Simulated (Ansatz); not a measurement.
Energy needed to pull apart AlHSO (SMILES [O]1[AlH][S]1), singlet, into free ground-state atoms, from the structure below (displaced at random from a GFN2-xTB minimum); no zero-point or spin–orbit terms; open-shell atoms are treated unrestricted, in their ground-state multiplicity.

O1  (0.963, -0.706, 0.410)
Al2  (-0.045, 0.406, -0.259)
S3  (-0.786, -1.324, 0.779)
H4  (-0.162, 1.645, -0.971)
(Å)

Computed with Ansatz 0.2.0 (basis: def2-TZVPP); correlated methods freeze the cores.

```json
{"method": "PBE-D4", "atomization energy (kJ/mol)": "1134"}
{"method": "BLYP-D4", "atomization energy (kJ/mol)": "1107"}
{"method": "r2SCAN-D4", "atomization energy (kJ/mol)": "1112"}
{"method": "PBE0-D4", "atomization energy (kJ/mol)": "1074"}
{"method": "CAM-B3LYP-D4", "atomization energy (kJ/mol)": "?"}
{"method": "wB97M-V", "atomization energy (kJ/mol)": "1107"}
{"method": "HF", "atomization energy (kJ/mol)": "611"}
{"method": "MP2", "atomization energy (kJ/mol)": "?"}
{"method": "CCSD", "atomization energy (kJ/mol)": "1006"}
{"method": "CCSD(T)", "atomization energy (kJ/mol)": "1047"}
```

Task: What does MP2 give? (Judge from chemistry; the value comes from the calculation.)

Result: Computed: 1101 kJ/mol, which is about 54 kJ/mol more than CCSD(T)/def2-TZVPP.

Task: What does CAM-B3LYP-D4 give? (Judge from chemistry; the value comes from the calculation.)

Result: The calculation gives: 1083 kJ/mol, which is about 36 kJ/mol more than CCSD(T)/def2-TZVPP.

In triple zeta the MP2 and coupled-cluster atomization energies are still short of their basis limit by a few kcal/mol a bond, whereas those of the functionals are nearly converged, so these differences are not deviations from converged CCSD(T).

T1 diagnostic: at most 0.018.

For scale, one of the runs: CCSD(T)/def2-TZVPP forces, 129 basis functions (an equivalent command: `ansatz run in.yaml --threads 4`). The run took 25 s on 4 CPU threads (shared host), with 0.98 GiB of host memory at its peak.
